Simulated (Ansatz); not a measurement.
Results of PBE (Ansatz, a first-principles code, PAW) for rock-salt MgO.

The same calculation (at the measured cell, 9.307 Å³/atom) with different numerical settings:

```
run    k mesh  electronic dielectric constant ε∞  static dielectric constant  TO(Γ) frequency (cm⁻¹)  rough time
---  --------  ---------------------------------  --------------------------  ----------------------  ----------
1       4×4×4                              3.129                      10.049                   394.5    3 core-s
2       6×6×6                              3.189                      10.088                   395.4    4 core-s
3       8×8×8                              3.199                      10.097                   395.4    8 core-s
4    12×12×12                              3.200                      10.099                   395.4   20 core-s
5    16×16×16                              3.201                      10.099                   395.4   50 core-s
6    20×20×20                              3.201                      10.099                   395.4   70 core-s
```

In the column high-frequency dielectric constant the first row differs from the last by -0.072 and the next to last by 0.000.

The last row is no converged limit: other settings stay fixed.
